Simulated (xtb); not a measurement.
CH2, charge +1, doublet, at a GFN2-xTB geometry of the parent state (a state made from the parent by changing its charge; the spin is typed, not shown lowest); xtb 6.7.1 with GFN2-xTB.

The xtb input:
```
$ xtb mol.xyz --gfn 2 --chrg 1 --uhf 1 --json

# file mol.xyz
3

C      0.00403916     0.00124078     0.16463541
H      0.00029648     0.87790816    -0.50085524
H     -0.02453143    -0.88535285    -0.48695721
```

The log (banner, timings and long lists left out):

```
   ID    Z sym.   atoms
    1    6 C      1
    2    1 H      2, 3

           -------------------------------------------------
          |                Calculation Setup                |
           -------------------------------------------------

           -------------------------------------------------
          |                 G F N 2 - x T B                 |
           -------------------------------------------------

          ...................................................
          :                      SETUP                      :
          :.................................................:
          :  # basis functions                   6          :
          :  # atomic orbitals                   6          :
          :  # shells                            4          :
          :  # electrons                         5          :
          :  max. iterations                   250          :
          :  Hamiltonian                  GFN2-xTB          :
          :  restarted?                      false          :
          :  GBSA solvation                  false          :
          :  PC potential                    false          :
          :  electronic temp.          300.0000000     K    :
          :  accuracy                    1.0000000          :
          :  -> integral cutoff          0.2500000E+02      :
          :  -> integral neglect         0.1000000E-07      :
          :  -> SCF convergence          0.1000000E-05 Eh   :
          :  -> wf. convergence          0.1000000E-03 e    :
          :  Broyden damping             0.4000000          :
          :  net charge                          1          :
          :  unpaired electrons                  1          :
          ...................................................

 iter      E             dE          RMSdq      gap      omega  full diag
   1     -2.3716044 -0.237160E+01  0.123E+01    0.76       0.0  T
   2     -2.3768750 -0.527060E-02  0.751E+00    0.58       1.0  T
   3     -2.3773662 -0.491217E-03  0.722E-01    0.42       1.0  T
   4     -2.3780285 -0.662243E-03  0.257E-01    0.50       1.0  T
   5     -2.3780347 -0.628562E-05  0.206E-01    0.47       1.0  T
   6     -2.3780861 -0.514052E-04  0.177E-02    0.49       3.3  T
   7     -2.3780863 -0.142393E-06  0.103E-02    0.49       5.6  T
   8     -2.3780864 -0.142805E-06  0.217E-04    0.49     266.6  T
   9     -2.3780864 -0.246039E-10  0.311E-05    0.49    1857.3  T

   *** convergence criteria satisfied after 9 iterations ***

         :::::::::::::::::::::::::::::::::::::::::::::::::::::
         ::                     SUMMARY                     ::
         :::::::::::::::::::::::::::::::::::::::::::::::::::::
         :: total energy              -2.347103082471 Eh    ::
         :: gradient norm              0.046546172217 Eh/a0 ::
         :: HOMO-LUMO gap              0.490832982601 eV    ::
         ::.................................................::
         :: SCC energy                -2.378086433636 Eh    ::
         :: -> isotropic ES            0.189075285374 Eh    ::
         :: -> anisotropic ES         -0.016452793682 Eh    ::
         :: -> anisotropic XC          0.011981421368 Eh    ::
         :: -> dispersion             -0.000107682357 Eh    ::
         :: repulsion energy           0.030983351165 Eh    ::
         :: add. restraining           0.000000000000 Eh    ::
         :: total charge               1.000000000000 e     ::
         :::::::::::::::::::::::::::::::::::::::::::::::::::::

           -------------------------------------------------
          |                Property Printout                |
           -------------------------------------------------

    * Orbital Energies and Occupations

         #    Occupation            Energy/Eh            Energy/eV
      -------------------------------------------------------------
         1        2.0000           -0.9961534             -27.1067
         2        2.0000           -0.8933939             -24.3105
         3        0.9999           -0.8464854             -23.0340 (HOMO)
         4        0.0001           -0.8284476             -22.5432 (LUMO)
         5                         -0.2192842              -5.9670
         6                         -0.2045208              -5.5653
      -------------------------------------------------------------
                  HL-Gap            0.0180378 Eh            0.4908 eV
             Fermi-level           -0.8537031 Eh          -23.2304 eV

     #   Z          covCN         q      C6AA      α(0)
     1   6 C        1.846     0.254    25.278     8.122
     2   1 H        0.923     0.373     0.528     1.137
     3   1 H        0.923     0.373     0.528     1.137

 Mol. C6AA /au·bohr⁶  :         42.001157
 Mol. C8AA /au·bohr⁸  :       1029.803916
 Mol. α(0) /au        :         10.395393

Wiberg/Mayer (AO) data.
largest (>0.10) Wiberg bond orders for each atom

 ---------------------------------------------------------------------------
     #   Z sym  total        # sym  WBO       # sym  WBO       # sym  WBO
 ---------------------------------------------------------------------------
     1   6 C    1.719 --     3 H    0.859     2 H    0.859
     2   1 H    0.860 --     1 C    0.859
     3   1 H    0.860 --     1 C    0.859
 ---------------------------------------------------------------------------

Topologies differ in total number of bonds
Writing topology from bond orders to xtbtopo.mol

molecular dipole:
                 x           y           z       tot (Debye)
 q only:       -0.015      -0.005      -0.617
   full:       -0.015      -0.005      -0.623       1.584
molecular quadrupole (traceless):
                xx          xy          yy          xz          yz          zz
 q only:       -1.371       0.044       1.732       0.024      -0.017      -0.361
  q+dip:       -2.123       0.060       2.142       0.051      -0.018      -0.018
   full:       -0.629       0.023       1.018       0.006      -0.011      -0.389

           -------------------------------------------------
          | TOTAL ENERGY               -2.347103082471 Eh   |
          | GRADIENT NORM               0.046546172217 Eh/α |
          | HOMO-LUMO GAP               0.490832982601 eV   |
           -------------------------------------------------

normal termination of xtb
```
